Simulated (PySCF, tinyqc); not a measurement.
Inside a calculation. Method: RHF in the sto-6g basis, for H2O, spin multiplicity 1. The lowest restricted solution is unstable here: a spin-polarised one lies 0.0099 hartree lower (PySCF). One step of it, computed by the program tinyqc.

Task: Orthogonalisation. S = U s U^T; symmetric (Loewdin) form X = U s^(-1/2) U^T, so that X^T S X = 1.

overlap S, lower triangle:
```
           1O 1s     1O 2s    1O 2px     1O 2py    1O 2pz     2H 1s     3H 1s
1O 1s   1.000000
1O 2s   0.231145  1.000000
1O 2px  0.000000  0.000000  1.000000
1O 2py  0.000000  0.000000  0.000000   1.000000
1O 2pz  0.000000  0.000000  0.000000   0.000000  1.000000
2H 1s   0.024367  0.277603  0.000000   0.223107  0.133429  1.000000
3H 1s   0.024367  0.277603  0.000000  -0.223107  0.133429  0.079194  1.000000
```

Give: eigenvalues of S; X.

Result:

eigenvalues of S: 0.5584  0.6424  0.9040  1.0000  1.0843  1.2784  1.5326

X, lower triangle:
```
          1O 1s    1O 2s  1O 2px   1O 2py   1O 2pz    2H 1s   3H 1s
1O 1s    1.0218
1O 2s   -0.1268   1.0864
1O 2px   0.0000   0.0000  1.0000
1O 2py   0.0000   0.0000  0.0000   1.0434
1O 2pz  -0.0033   0.0308  0.0000   0.0000   1.0144
2H 1s    0.0136  -0.1510  0.0000  -0.1274  -0.0712   1.0621
3H 1s    0.0136  -0.1510  0.0000   0.1274  -0.0712  -0.0265  1.0621
```
